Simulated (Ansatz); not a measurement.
# CH4AlN: the cost of one run

Method: RKS B3LYP/def2-SVP, in Ansatz 0.2.0.

**1. The starting structure**

Bond lengths: C1–N2 1.469 Å, C1–Al3 1.813 Å, N2–Al3 1.914 Å, C1–H4 1.055 Å, C1–H5 1.160 Å, N2–H6 1.064 Å, Al3–H7 1.654 Å. Angles: C1–N2–Al3 63.2°, C1–N2–H6 110.0°, Al3–N2–H6 105.5°, N2–C1–Al3 70.4°, N2–C1–H4 112.6°, N2–C1–H5 111.3°, Al3–C1–H4 118.9°, Al3–C1–H5 120.0°, H4–C1–H5 114.7°, C1–Al3–N2 46.3°, C1–Al3–H7 159.1°, N2–Al3–H7 154.2°.

Coordinates:

```xyz
7

C    -0.5917   -0.0719   -0.5304
N    -0.5873    0.3318    0.8818
Al    0.9720   -0.5723    0.2393
H    -1.3162   -0.8102   -0.7392
H    -0.6229    0.8508   -1.2323
H    -0.3081    1.3552    0.9677
H     2.5155   -1.1514    0.3674
```

**2. End point A**

Contents of input.yaml:

```yaml
crystal:
  periodic: [false, false, false]
  atoms:
    - { symbol: C, position_ang: [-0.5917, -0.0719, -0.5304] }
    - { symbol: "N", position_ang: [-0.5873, 0.3318, 0.8818] }
    - { symbol: Al, position_ang: [0.972, -0.5723, 0.2393] }
    - { symbol: H, position_ang: [-1.3162, -0.8102, -0.7392] }
    - { symbol: H, position_ang: [-0.6229, 0.8508, -1.2323] }
    - { symbol: H, position_ang: [-0.3081, 1.3552, 0.9677] }
    - { symbol: H, position_ang: [2.5155, -1.1514, 0.3674] }
basis:
  gaussian: { orbitals: def2-SVP }
hamiltonian:
  xc: b3lyp
relax:
  f_tol: 0.02
  max_steps: 50
output:
  orbitals: {}
```

Command:

```sh
$ ansatz run input.yaml --threads 1 --pin off --max-ram 2048MiB --backend cpu --events-out ev --progress --plain --runs-dir out
```

**Question.** How long does this run take on 1 thread of an x86-64 CPU, shared host, and how much memory does it need?

About 14 s, with a peak of 0.15 GiB.
